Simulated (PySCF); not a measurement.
Molecule: SMILES S(CC)(=O)(=O)Cl, C$_{2}$H$_{5}$ClO$_{2}$S.

Geometry (Å), atoms numbered from 1 in this order:
```xyz
11

C    -1.2755    0.2953   -0.3863
C    -0.2788   -0.3500    0.5463
S     1.4118   -0.2697   -0.0414
O     1.4604   -0.6864   -1.4265
O     2.2954   -0.8294    0.9569
Cl    1.7058    1.8152   -0.0092
H    -2.2856    0.1921    0.0354
H    -1.2553   -0.1841   -1.3744
H    -1.0620    1.3662   -0.5103
H    -0.4268   -1.4386    0.6452
H    -0.2515    0.0874    1.5545
```

Geometry PBE0-D3(BJ)/def2-SVP throughout; GIAO in PySCF 2.14.0 with density-fitted response routines, gas phase, one conformer, non-relativistic; equivalent atoms averaged; basis pcSseg-2.

For orientation, OPBE gives these absolute shieldings σ: C2 120.2, C1 172.8, S3 153.2, O4/O5 7.6, Cl6 350.7, H10/H11 27.92, H7/H8/H9 29.71 ppm.

A run gave: C2 108.3, C1 170.2, S3 77.0, O4/O5 -20.9, Cl6 246.6, H10/H11 27.42, H7/H8/H9 29.28 ppm (absolute shieldings σ).

Task: Which functional was used in that run?
A. HF
B. LDA
C. PBE
D. BP86

Result: B. Cl6 tells them apart best: LDA gives 246.6, BP86 gives 285.8, HF gives 446.3, PBE gives 294.3 ppm.
